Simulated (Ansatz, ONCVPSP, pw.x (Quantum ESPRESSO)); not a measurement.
## Which Si potential is closest to all-electron in the diamond crystal?

All use PBE, scalar-relativistic, no spin, cutoffs from each file’s atomic test, pw.x 7.5; 8³ k-points, Fermi–Dirac smearing 0.01 Ry. Δ is the rms difference from all-electron LAPW of the E(V) curves that follow from fits to the pressures, over ±6 % in volume. Mesh and smearing are coarse and serve the comparison alone. The files are a selection: those with a ghost or negative overlap were mostly not run, and those with noisy or unconverged pressures or nearly equal Δ are left out.

All-electron: a0 = 5.469 Å (V0 = 20.45 Å³/atom), B0 = 88.5 GPa.

Question: Rank them by Δ, smallest first.
A. optimised norm-conserving Vanderbilt (ONCV), ONCVPSP 4.0.1.1 (patched build), PBE; core [Ne], reference 3s2; waves: 3s: rc 1.75 bohr, ncon 3, nbas 6, qcut 4.1 1/bohr, 1 projector; p scattering state at 0.04 Ha: rc 1.50 bohr, ncon 3, nbas 7, qcut 4.5 1/bohr, 1 projector; local part: polynomial inside 1.25 bohr (lpopt 5, dvloc0 3 Ha); core correction: none. In the p channel the program set the typed energies aside and used 0.050 Ha.
B. optimised norm-conserving Vanderbilt (ONCV), ONCVPSP 4.0.1.1 (patched build), PBE; core [Ne], reference 3s2 3p0.5; waves: 3s: rc 1.75 bohr, ncon 4, nbas 7, qcut 4.2 1/bohr, local; 3p: rc 1.85 bohr, ncon 4, nbas 7, qcut 5.4 1/bohr, 2 projectors, debl 0.8 Ha; d scattering state at 0.17 Ha: rc 1.90 bohr, ncon 4, nbas 8, qcut 5.1 1/bohr, 2 projectors, debl 1.9 Ha; local part: the s channel; core correction: Teter function, fcfact 4.5, rcfact 1.8. In the d channel the program set the typed energies aside and used 0.050, 1.950 Ha.
C. optimised norm-conserving Vanderbilt (ONCV), ONCVPSP 4.0.1.1 (patched build), PBE; core [Ne], reference 3s2 3p2; waves: 3s: rc 1.80 bohr, ncon 4, nbas 7, qcut 4.4 1/bohr, 1 projector; 3p: rc 1.85 bohr, ncon 5, nbas 9, qcut 4.4 1/bohr, 2 projectors, debl 1.7 Ha; d scattering state at 0.11 Ha: rc 1.80 bohr, ncon 4, nbas 8, qcut 5 1/bohr, 2 projectors, debl 1.3 Ha; local part: polynomial inside 1.60 bohr (lpopt 5, dvloc0 0 Ha); core correction: Teter function, fcfact 3, rcfact 1.6.
D. optimised norm-conserving Vanderbilt (ONCV), ONCVPSP 4.0.1.1 (patched build), PBE; core [Ne], reference 3s2 3p1; waves: 3s: rc 1.70 bohr, ncon 4, nbas 7, qcut 3.7 1/bohr, 1 projector; 3p: rc 1.70 bohr, ncon 4, nbas 7, qcut 5 1/bohr, local; local part: the p channel; core correction: Teter function, fcfact 2.25, rcfact 1.45.

Answer: C (1.7 meV/atom), A (7.0 meV/atom), B (12.8 meV/atom), D (17.7 meV/atom).
